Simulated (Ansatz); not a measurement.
## H$_{3}$S⁺, singlet: reading a ladder of total energies

Geometry: displaced at random from a stationary point.

```yaml
atoms:
  - { symbol: S, position_ang: [0.0078, 0.0027, -0.0635] }
  - { symbol: H, position_ang: [0.9860, 0.0233, 0.6796] }
  - { symbol: H, position_ang: [-0.6690, 0.9661, 0.6613] }
  - { symbol: H, position_ang: [-0.5647, -1.0764, 0.6795] }
```

Basis cc-pVTZ; Ansatz 0.2.0. Correlated methods freeze the noble-gas cores, which leaves 8 electrons in 71 orbitals. R marks a restricted (for open shells ROHF) determinant.

Full CI isn't at hand for all of this; RCCSDT(Q) serves as the reference, and is uncertain by about the last step of the cluster series.

Runs differ by some tens of microhartree through their thresholds, so steps under 0.03 kcal/mol mean nothing.

| level | total energy (hartree) |
| --- | --- |
| RHF | -398.980594 |
| RMP2 | -399.168636 |
| RCCSD | -399.195619 |
| RCCSD(T) | -399.202873 |
| RCCSDT | -399.203610 |
| RCCSDT(Q) | -399.203892 |

**Question.** What is the correlation energy at RCCSDT(Q), and what share of it do RMP2 and RCCSD(T) recover?

**Answer.** E(corr) = -399.203892 − (-398.980594) = -0.223298 hartree = -6.076 eV. RMP2: -0.188042 / -0.223298 = 84.21 %. RCCSD(T): -0.222279 / -0.223298 = 99.54 %.

**Question.** By how many kcal/mol does RCCSD(T) miss RCCSDT(Q) (1 hartree = 627.509 kcal/mol), and which steps make up the rest?

**Answer.** -399.202873 − (-399.203892) = 0.001019 hartree = 0.64 kcal/mol. Steps: RCCSDT − RCCSD(T) = -0.46, RCCSDT(Q) − RCCSDT = -0.18 kcal/mol. That is within 1 kcal/mol of the reference in this basis, which itself misses far more of the correlation at the basis-set limit.
